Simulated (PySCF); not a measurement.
Gas-phase reaction: 3 H2SiNH + 2 c-Si3H6 → 3 H3SiNH2 + 6 SiH

Energies from PySCF, thermal terms from the rigid-rotor harmonic-oscillator model, ideal gas at 1 bar. † marks an energy on the PBE0/def2-TZVP geometry and frequencies; other levels use their own. MP2 and CCSD(T) freeze the core. 6-31G* has spherical d functions here. Open shells (unrestricted): SiH (multiplicity 2, electronic degeneracy 4); the rest are closed-shell singlets. Spin-orbit splitting is ignored; it lowers the true energy and changes the entropy of SiH. B3LYP is the form with VWN-RPA correlation. H2SiNH, c-Si3H6, H3SiNH2: computed as isolated molecules; such fragments, hydroxides, amides, oligomers or adducts are transient or little studied in the gas. MP2 isn't extrapolated to the basis-set limit; its ΔH°(298 K) is 1018.4 kJ in def2-SVP and 1115.2 kJ in def2-TZVPP. CCSD(T) isn't extrapolated to the basis-set limit; its ΔH°(298 K) is 934.0 kJ in def2-SVP and 1012.7 kJ in def2-TZVPP. The harmonic model lacks anharmonicity and excited electronic states, which grow with temperature; levels with a mode under 35 cm⁻¹ are left out. Internal rotation in H3SiNH2 is treated as a harmonic vibration of one conformer, which makes the entropy rough. Warning, large T1 diagnostic: H2SiNH, SiH (CCSD(T)/def2-SVP†, CCSD(T)/def2-TZVPP†).

```tsv
level	ΔE electronic, kJ	ΔH°(298 K), kJ	ΔS°(298 K), J/K	ΔG°(2000 K), kJ
B3LYP/6-31G*	970	968	633	-235
B3LYP/def2-TZVP†	985	984	631	-214
BLYP/def2-TZVP†	996	994	631	-204
CCSD(T)/def2-SVP†	935	934	631	-264
CCSD(T)/def2-TZVPP†	1014	1013	631	-185
HF/6-31G*	540	533	653	-722
M06-2X/def2-TZVP†	1018	1016	631	-181
MP2/def2-SVP†	1020	1018	631	-180
MP2/def2-TZVPP†	1117	1115	631	-83
PBE0/def2-QZVP†	1089	1088	631	-110
r2SCAN/def2-TZVP†	1169	1167	631	-31
```
ΔH° is lowest at HF/6-31G* and highest at r2SCAN/def2-TZVP†. No reference value is set beside these.
